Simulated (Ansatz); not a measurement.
**SiO2 (singlet): the correlation ladder at a displaced geometry (v1), cc-pVDZ**

An exercise on one series of results from a longer session: the logs are not shown, and one member is left open.

Program: Ansatz 0.2.0, Gaussian basis. Level of theory: cc-pVDZ, core rule «outside noble gas», up to 7 orbitals frozen. These are calculated values, not measurements.

The runs, in order: UHF; CCSD(T) on RHF; BCCD(T) on RHF; CISD; CCSDT(Q) on RHF.

29 further runs of the same task are left out: 11 for a known fault of the program, 9 that didn't finish, 9 set aside as unsound or not needed.

## The geometry

The geometry is a PBE0/def2-TZVP stationary point (not a proven minimum) with its atoms shifted at random (size 0.040 Å).

3 atoms, charge 0, spin multiplicity 1.

Atoms are counted from 1 here; the program's logs count them from 0.

Bond lengths: Si1–O2 1.517 Å, Si1–O3 1.454 Å. Angles: O2–Si1–O3 177.9°.

Set-up of the first run:

File in.yaml:

```yaml
crystal:
  periodic: [false, false, false]
  atoms:
    - {symbol: Si, position_ang: [-0.015433, -0.009008, 0.021640]}
    - {symbol: O, position_ang: [-0.016266, -0.025151, -1.495513]}
    - {symbol: O, position_ang: [0.031698, 0.034159, 1.473873]}
basis:
  gaussian: {orbitals: cc-pVDZ}
magnetization: {spin_polarized: true, initial_magnetization: 0}
hamiltonian: {xc: hf}
output: {orbitals: {seedname: orbitals}}
```

Launch:

```
> ansatz run in.yaml --threads 1 --pin off --events-out ev --progress --plain --max-ram 2393MiB
```

Steps of the session up to this table: UHF; CCSD(T) on RHF; BCCD(T) on RHF; CISD; CCSDT(Q) on RHF.

One of the session's tables, all rows but one given; the rest of the session is left out.

```
   method  from RCCSDT(Q) (kcal/mol)
      RHF                    +303.01
     RMP2                     +10.11
     CISD                     +43.42
    RCCSD                     +13.16
 RCCSD(T)                      +2.35
  BCCD(T)                      +2.04
   RCCSDT                          ?
RCCSDT(Q)                          0
```

Estimate the missing values for RCCSDT.

**Answer.** from RCCSDT(Q) (kcal/mol): +1.85. In the column «from RCCSDT(Q) (kcal/mol)» it lies between RCCSDT(Q) (0) and BCCD(T) (+2.04).
